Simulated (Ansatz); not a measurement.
# N2H3 (quartet): the correlation ladder at distance N1–H4 along a hydrogen transfer = 1.583 Å, cc-pVDZ

Aim: climb from Hartree-Fock through coupled cluster and multireference methods for N2H3 (quartet) at one geometry and basis, and see what each rung misses.

Computed with Ansatz 0.2.0, Gaussian basis. Level: cc-pVDZ, core rule «outside noble gas», up to 2 orbitals frozen.

Plan: UHF; CCSD(T) on ROHF; CCSD(T) on UHF; BCCD(T) on ROHF; CISD; CCSDT(Q) on ROHF; CCSDT(Q) on UHF; CASSCF and MRCISD+Q, 5 electrons in 5 orbitals; CASSCF and NEVPT2, 5 electrons in 5 orbitals; CASSCF and NEVPT2, 13 electrons in 11 orbitals.

7 further runs of the same task are left out: 6 that didn't finish, 1 set aside as unsound or not needed.

### Step 1. The system

The geometry derives from fragments relaxed apart (PBE0/def2-TZVP) and kept rigid, so it is no stationary point. A hydrogen atom is moved between rigid fragments.

5 atoms, charge 0, spin multiplicity 4.

Atoms are counted from 1 here; the program's logs count them from 0.

Bond lengths: N1–H2 1.012 Å, N1–H3 1.012 Å, H4–N5 1.040 Å. Angles: H2–N1–H3 107.1°.

### Step 2. UHF

in.yaml reads:

```yaml
crystal:
  periodic: [false, false, false]
  atoms:
    - {symbol: N, position_ang: [-1.215826, -0.018366, -0.028586]}
    - {symbol: H, position_ang: [-1.513106, 0.949467, -0.028586]}
    - {symbol: H, position_ang: [-1.513105, -0.420665, 0.851673]}
    - {symbol: H, position_ang: [0.367174, -0.018366, -0.028587]}
    - {symbol: N, position_ang: [1.407174, -0.018365, -0.028587]}
basis:
  gaussian: {orbitals: cc-pVDZ}
magnetization: {spin_polarized: true, initial_magnetization: 3}
hamiltonian: {xc: hf}
output: {orbitals: {seedname: orbitals}}
```

Command:

```
ansatz run in.yaml --threads 1 --pin off --events-out ev --progress --plain --max-ram 2393MiB
```

After this run come: CCSD(T) on ROHF; CCSD(T) on UHF; BCCD(T) on ROHF; CISD; CCSDT(Q) on ROHF; CCSDT(Q) on UHF; CASSCF and MRCISD+Q, 5 electrons in 5 orbitals; CASSCF and NEVPT2, 5 electrons in 5 orbitals; CASSCF and NEVPT2, 13 electrons in 11 orbitals.

Q: Predict the results of all the runs planned. Wanted: UCCSDT(Q) below the RHF energy; RMP2 from UCCSDT(Q); UMP2 from UCCSDT(Q); RCCSD from UCCSDT(Q); RCCSD(T) from UCCSDT(Q); UCCSD(T) from UCCSDT(Q); RCCSDT(Q) from UCCSDT(Q); NEVPT2 pair from UCCSDT(Q); MRCISD+Q pair from UCCSDT(Q).

The runs gave:

| quantity | value |
| --- | --- |
| UCCSDT(Q) below the RHF energy | -8.4676 eV |
| RMP2 from UCCSDT(Q) | +1215.5 meV |
| UMP2 from UCCSDT(Q) | +1209.6 meV |
| RCCSD from UCCSDT(Q) | +178.2 meV |
| RCCSD(T) from UCCSDT(Q) | +33.2 meV |
| UCCSD(T) from UCCSDT(Q) | +31.3 meV |
| RCCSDT(Q) from UCCSDT(Q) | +2.2 meV |
| NEVPT2 pair from UCCSDT(Q) | +1192.4 meV |
| MRCISD+Q pair from UCCSDT(Q) | +59.5 meV |
| NEVPT2 valence from UCCSDT(Q) | +1177.9 meV |
| levels within 1 kcal/mol (43 meV) | RCCSD(T), UCCSD(T), BCCD(T), RCCSDT, UCCSDT, RCCSDT(Q) |
| T1 diagnostic | 0.027 |
| effectively unpaired electrons | 3.01 |

In words: RCCSD(T) misses by +33.2 meV, 0.4 % of the correlation energy. One determinant dominates. Of the multireference levels listed MRCISD+Q pair comes nearest in total energy (+59.5 meV), which doesn't show that its space is the better one. These misses are within one basis, not against nature; the frozen cores of restricted and unrestricted runs differ, which can shift their rows.
